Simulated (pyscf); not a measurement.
# Four-centre exchange: `[ZnH2]` + `[SH2]` -> `[SH][ZnH]` + `[H][H]`

Gas phase, singlet surface, charge 0. Bonds broken: Zn1–H2, S4–H5. Bonds formed: Zn1–S4, H2–H5. PySCF, gas phase, ωB97X-D3(BJ)/def2-SVP geometries.

Transition state (Å):

```xyz
6

Zn    -0.8717    -0.6159     0.3828
H     -1.3561     0.4851     1.6325
H      0.0764    -1.7748     0.0268
S     -2.6012     0.7434    -0.7480
H     -2.0121     0.7891     0.7809
H     -1.6767     1.6300    -1.1723
```

One imaginary mode, 1246i cm⁻¹; descent along it reached the two sides named, in the forms told below.

```csv
bond,change,reactant side (Å),saddle,product side
Zn1–H2,breaks,1.561,1.735,3.4
S4–H5,breaks,1.346,1.639,3.0
Zn1–S4,forms,2.8,2.473,2.183
H2–H5,forms,3.3,1.117,0.762
```

Electronic energies relative to the separated reactants (eV):

```csv
level,barrier,reaction energy,reverse barrier
ωB97X-D3(BJ)/def2-TZVP,0.61,-0.93,1.54
PBE/def2-TZVP,0.43,-0.84,1.27
r²SCAN/def2-TZVP,0.42,-0.90,1.32
B3LYP-D3(BJ)/def2-TZVP,0.63,-0.84,1.47
PBE0-D3(BJ)/def2-TZVP,0.48,-0.86,1.34
M06-2X/def2-TZVP,0.54,-0.99,1.53
ωB97M-D3(BJ)/def2-TZVP,0.73,-0.79,1.52
HF/def2-TZVP,1.27,-0.73,2.00
```

With ωB97M-D3(BJ)/def2-TZVP energies and thermal terms (ideal gas, 1 atm, RRHO with modes under 100 cm⁻¹ raised to 100, one conformer, R ln 2 for chiral ones without a mode under 150 cm⁻¹), in eV:

```json
[
 {"T (K)": "298", "ΔH‡": "0.68", "ΔG‡": "1.04", "ΔH": "-0.82", "ΔG": "-0.80"},
 {"T (K)": "600", "ΔH‡": "0.69", "ΔG‡": "1.40", "ΔH": "-0.78", "ΔG": "-0.79"},
 {"T (K)": "900", "ΔH‡": "0.71", "ΔG‡": "1.75", "ΔH": "-0.76", "ΔG": "-0.80"},
 {"T (K)": "1200", "ΔH‡": "0.73", "ΔG‡": "2.10", "ΔH": "-0.75", "ΔG": "-0.82"}
]
```

On the reactant side the descent ends in a complex, 0.30 eV under the separated species and 0.91 eV under the saddle at ωB97X-D3(BJ)/def2-TZVP. One saddle was located; it need not be the lowest between these sides. Elements up to Kr have no core potential and no relativistic terms here.
